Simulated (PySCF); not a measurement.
## Reproducing measurements on propane

**What was measured.**

From NIST CCCBDB Release 22 (SRD 101), experimental dipoles, for the gas: dipole moment (microwave Stark effect) 0.084 D.

NIST CCCBDB Release 22 (SRD 101), experimental polarizabilities lists, for the gas: mean polarisability 5.921 Å³.

The runs below try to reproduce these values; the comparison stands at the end.

Compound: propane, C3H8.
Numbering: `[CH3:1][CH2:2][CH3:3]` (hydrogens: H4, H5, H6 on C1; H7, H8 on C2; H9, H10, H11 on C3)

Geometry (PBE0-D3(BJ)/def2-SVP, Å), atoms numbered from 1 in this order:
```
atom  x, y, z in Å
C1     1.211    0.449   -0.092
C2     0.125   -0.607    0.039
C3    -1.279   -0.021    0.072
H4     2.217    0.002   -0.113
H5     1.088    1.036   -1.017
H6     1.181    1.160    0.751
H7     0.297   -1.200    0.953
H8     0.204   -1.321   -0.799
H9    -2.047   -0.804    0.157
H10   -1.406    0.666    0.924
H11   -1.492    0.554   -0.845
```

Runs made with PySCF (gas phase, on this PBE0-D3(BJ)/def2-SVP geometry; no spin–orbit coupling):

| level | job | basis functions |
| --- | --- | --- |
| PBE0/pcSseg-1 | shieldings, charges and field gradients | 91 |
| B3LYP/pcSseg-2 | shieldings | 220 |
| BLYP/pcSseg-2 | shieldings | 220 |
| HF/pcSseg-2 | shieldings | 220 |
| OPBE/pcSseg-2 | shieldings | 220 |
| B97-2/pcSseg-2 | shieldings | 220 |
| PBE0/STO-3G | shieldings, charges and field gradients | 23 |
| PBE0/def2-SVP | 10 singlets by full TDDFT, 4 Tamm–Dancoff triplets, polarisability | 82 |
| wB97X-D/pcSseg-2 | shieldings | 220 |
| BHandHLYP/def2-SVPD | 10 singlets by full TDDFT, 4 Tamm–Dancoff triplets, polarisability, ΔSCF ions | 124 |
| CAM-B3LYP/def2-SVPD | 10 singlets by full TDDFT, 4 Tamm–Dancoff triplets, polarisability, ΔSCF ions | 124 |
| PBE0/6-31+G* | 10 singlets by full TDDFT, 4 Tamm–Dancoff triplets, polarisability | 70 |
| PBE0/def2-SVPD | 10 singlets by full TDDFT, 4 Tamm–Dancoff triplets, polarisability, ΔSCF ions | 124 |
| LC-wPBE/def2-SVPD | 10 singlets by full TDDFT, 4 Tamm–Dancoff triplets, polarisability, ΔSCF ions | 124 |
| PBE0/6-31G* | 10 singlets by full TDDFT, 4 Tamm–Dancoff triplets, polarisability | 58 |
| PBE0/aug-cc-pVDZ | 10 singlets by full TDDFT, 4 Tamm–Dancoff triplets, polarisability | 141 |
| PBE0/def2-TZVP | 10 singlets by full TDDFT, 4 Tamm–Dancoff triplets, polarisability | 141 |
| PBE0/def2-TZVPD | 10 singlets by full TDDFT, 4 Tamm–Dancoff triplets, polarisability | 183 |
| wB97X-D/def2-SVPD | 10 singlets by full TDDFT, 4 Tamm–Dancoff triplets, polarisability, ΔSCF ions | 124 |

All basis functions are spherical.

**Comparison with experiment**

**Dipole moment.** Measured: 0.084 D (NIST CCCBDB Release 22 (SRD 101), experimental dipoles).

```tsv
level	computed (D)	computed − measured (D)
PBE0/pcSseg-1	0.067	-0.017
B3LYP/pcSseg-2	0.096	+0.012
BLYP/pcSseg-2	0.102	+0.018
HF/pcSseg-2	0.089	+0.005
OPBE/pcSseg-2	0.088	+0.004
B97-2/pcSseg-2	0.091	+0.007
PBE0/STO-3G	0.021	-0.063
PBE0/def2-SVP	0.054	-0.030
wB97X-D/pcSseg-2	0.093	+0.009
BHandHLYP/def2-SVPD	0.084	0.000
CAM-B3LYP/def2-SVPD	0.087	+0.003
PBE0/6-31+G*	0.086	+0.002
```

12 of the 35 levels run are shown, the closest and the furthest among them. The computed dipoles belong to one fixed geometry; measured ones are averaged over vibrations unless marked μe. Magnitudes are compared, not signs.

**Mean polarisability.** Measured: 5.921 Å³ (NIST CCCBDB Release 22 (SRD 101), experimental polarizabilities).

```json
{"level": "PBE0/def2-SVPD", "computed (Å³)": "5.998", "computed − measured (Å³)": "+0.077", "% (from the printed values)": "+1"}
{"level": "BHandHLYP/def2-SVPD", "computed (Å³)": "5.868", "computed − measured (Å³)": "-0.053", "% (from the printed values)": "-1"}
{"level": "CAM-B3LYP/def2-SVPD", "computed (Å³)": "5.986", "computed − measured (Å³)": "+0.065", "% (from the printed values)": "+1"}
{"level": "LC-wPBE/def2-SVPD", "computed (Å³)": "5.823", "computed − measured (Å³)": "-0.098", "% (from the printed values)": "-2"}
{"level": "PBE0/6-31+G*", "computed (Å³)": "5.438", "computed − measured (Å³)": "-0.483", "% (from the printed values)": "-8"}
{"level": "PBE0/6-31G*", "computed (Å³)": "4.986", "computed − measured (Å³)": "-0.935", "% (from the printed values)": "-16"}
{"level": "PBE0/aug-cc-pVDZ", "computed (Å³)": "6.144", "computed − measured (Å³)": "+0.223", "% (from the printed values)": "+4"}
{"level": "PBE0/def2-SVP", "computed (Å³)": "5.198", "computed − measured (Å³)": "-0.723", "% (from the printed values)": "-12"}
{"level": "PBE0/def2-TZVP", "computed (Å³)": "5.845", "computed − measured (Å³)": "-0.076", "% (from the printed values)": "-1"}
{"level": "PBE0/def2-TZVPD", "computed (Å³)": "6.124", "computed − measured (Å³)": "+0.203", "% (from the printed values)": "+3"}
{"level": "wB97X-D/def2-SVPD", "computed (Å³)": "5.975", "computed − measured (Å³)": "+0.054", "% (from the printed values)": "+1"}
```

The computed values are static and purely electronic, with core orbitals frozen in the response (1 au = 0.148185 Å³). The table of measured values doesn't say here whether a value is static or optical, or holds a vibrational part.

No measured geometry was used, and the causes of the misses weren't examined.
